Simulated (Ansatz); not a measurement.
in.yaml

```yaml
crystal:
  periodic: [false, false, false]
  atoms:
    - {symbol: B, position_ang: [0.000000, 0.000000, -0.445680]}
    - {symbol: O, position_ang: [0.000000, 0.000000, -1.643641]}
    - {symbol: H, position_ang: [0.000000, 0.000000, 2.089320]}
basis:
  gaussian: {orbitals: 6-31G}
magnetization: {spin_polarized: false}
correlation: {method: ccsdt_q, electrons: outside_noble_gas}
accuracy: high
output: {forces: true}
```

```sh
$ ansatz run in.yaml --threads 1 --pin off --events-out ev --progress --plain --max-ram 2393MiB
```

Log:

```
408 factors; integrals over basis functions are off by at most 2.3e-9 eV
mean field evaluation 1: about -2713.7526 eV, gradient 4.2e1 eV
mean field evaluation 2: about -2713.7582 eV, gradient 4.2e1 eV
mean field evaluation 4: about -2718.3899 eV, gradient 3.9e0 eV
mean field evaluation 8: about -2718.5042 eV, gradient 1.5e-1 eV
mean field evaluation 16: about -2718.5043 eV, gradient 3.9e-8 eV
mean field -2718.50425101 eV, -99.9031885561 hartree, gradient 3.9e-8 eV, S^2 0.000000; 0 other end points of the search recorded, 0 dependent functions left out; unrestricted orbitals would lower it
mean field evaluation 32: about -2720.5343 eV, gradient 2.1e-1 eV
unrestricted determinant -2720.53536704 eV, -99.9778306938 hartree, S^2 0.9766
2 core orbitals not correlated: weight in the atoms' cores, before any rotation towards them, 1.000 or more for the frozen orbitals, at most 0.000 for the correlated occupied ones
reference -2718.50425101 eV, -99.9031885561 hartree; 5, 5 occupied and 13, 13 virtual orbitals, 408 factors
second order -6.09713672 eV of doubles, -0.00000000 eV of singles
cycle   1  -5.91620222 eV  change   -3.3e-1 eV  update   1.5e-1
cycle   2  -6.59026166 eV  change   -6.7e-1 eV  update   9.7e-2
cycle   3  -7.41886127 eV  change   -8.3e-1 eV  update   6.6e-2
cycle   4  -7.35803215 eV  change    6.1e-2 eV  update   1.9e-2
...
cycle  20  -7.36903784 eV  change   -5.9e-8 eV  update   7.5e-8
cycle  21  -7.36903579 eV  change    2.0e-6 eV  update   3.0e-7
cycle  22  -7.36903466 eV  change    1.1e-6 eV  update   1.6e-7
cycle  23  -7.36903418 eV  change    4.8e-7 eV  update   5.8e-8
cycle  24  -7.36903412 eV  change    5.9e-8 eV  update   2.3e-8
cycle  25  -7.36903412 eV  change    3.7e-9 eV  update   7.6e-9
cycle  26  -7.36903412 eV  change   -2.5e-9 eV  update   3.3e-9
cycle  27  -7.36903412 eV  change    1.4e-9 eV  update   1.4e-9
cycle  28  -7.36903412 eV  change    1.4e-9 eV  update  6.5e-10
cycle  29  -7.36903412 eV  change   5.2e-10 eV  update  3.5e-10
perturbative correction -0.01674343 eV, -0.0006153097 hartree
WARN: these amplitudes may be one of several solutions (largest doubles amplitude 0.50, level shift 2.33 eV)
the calculation of the forces begins
Total energy: -2725.89002855 eV, -100.1746108746 hartree
Atom 0 at     0.000000     0.000000    -0.445680 Å, force     0.000000     0.000000     5.260309 eV/Å
Atom 1 at     0.000000     0.000000    -1.643641 Å, force    -0.000000    -0.000000    -3.917428 eV/Å
Atom 2 at     0.000000     0.000000     2.089320 Å, force     0.000000    -0.000000    -1.342881 eV/Å
Dipole moment:     0.000000     0.000000     0.462821 e Å
```

Forces (eV/Å):
```
B    0.000  0.000  5.260
O    0.000  0.000 -3.917
H    0.000  0.000 -1.343
```

Ran on 1 thread of Arm Neoverse V1, shared host: 4.7 s wall, 0.17 GiB peak host memory.
